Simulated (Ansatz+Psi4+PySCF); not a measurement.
A calculation with PySCF 2.14.0.

```python
from pyscf import gto, scf, mp

# the (T+d) and (D+d) sets load through basis_set_exchange
mol = gto.M(atom="""
F 0.000000 0.000000 -1.084790
Cl 0.000000 0.000000 3.892490
""", basis={'Cl': 'cc-pv(t+d)z', 'F': 'cc-pvtz'}, charge=0, spin=0)
mf = scf.UHF(mol)
mf.kernel()
pt = mp.MP2(mf, frozen=6).run()
print(mf.e_tot, pt.e_corr, pt.e_tot)
```

The script is written out from the run's settings.

Output:

```
Converged                       : yes
Reference energy                : -558.61695 hartree
Correlation energy              : -0.71130 hartree
Total energy                    : -559.32824 hartree
Spin squared of the determinant : 0.925
```

Messages of the program:
```
WARN: beta  nocc = 13  HOMO -0.434847087054273 >= LUMO -0.434847087054266
WARN: HOMO -0.434847087054273 >= LUMO -0.434847087054266
```

This is not the lowest solution: another run reaches a determinant 7.46 eV lower. Caution: bonds are stretched, where a single reference can fail; the unrestricted determinant is a mixture of spin states; another reference gives a lower total.
